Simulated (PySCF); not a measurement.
Bonds broken one at a time in the series In OH-NH2. Gas-phase values, no solvent. One relaxed conformer stands for each flexible species; it need not be the lowest. Strings in code marks are SMILES.

Level of theory: PBE-D3(BJ)/def2-TZVP (PySCF 2.14.0). 

```tsv
species	highest occupied spin orbital (eV)
radical fragment (`[OH]`)	-7.15
radical fragment (`[NH2]`)	-7.10
radical fragment (`[OH][In][NH2]`)	?
whole molecule (`[NH2][In]([NH2])[OH]`)	–
radical fragment (`[NH2][In][NH2]`)	-4.58
whole molecule (`[NH2][In]([NH2])[NH2]`)	–
```

Problem. Some entries are withheld; supply them.

Solution. 
- radical fragment (`[OH][In][NH2]`), highest occupied spin orbital (eV): -4.98
